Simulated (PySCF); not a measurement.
B3LYP has the VWN-RPA correlation part, as in Gaussian. 

```xyz
14

C      0.5264     1.3564     0.0720
C     -0.1095     0.0437    -0.3870
C     -1.3673    -0.2694     0.4241
C      0.8935    -1.1079    -0.3101
H     -0.1765     2.1882    -0.0099
H      0.8403     1.2873     1.1175
H      1.4081     1.6006    -0.5244
H     -0.4061     0.1621    -1.4356
H     -1.8428    -1.1904     0.0800
H     -1.1213    -0.3969     1.4823
H     -2.1001     0.5367     0.3478
H      1.7810    -0.9027    -0.9125
H      1.2206    -1.2654     0.7218
H      0.4537    -2.0421    -0.6658
```

Charge 0, multiplicity 1.

Problem. Give the Mulliken and meta-Löwdin atomic charges from PySCF 2.14.0 with B3LYP-D3(BJ)/def2-TZVP.

Solution. 
```csv
atom,Mulliken (e),meta-Löwdin (e)
C1,-0.33,-0.33
C2,0.00,-0.03
C3,-0.33,-0.33
C4,-0.33,-0.33
H5,0.10,0.10
H6,0.10,0.10
H7,0.10,0.10
H8,0.06,0.09
H9,0.10,0.10
H10,0.10,0.10
H11,0.10,0.10
H12,0.10,0.10
H13,0.10,0.10
H14,0.10,0.10
```
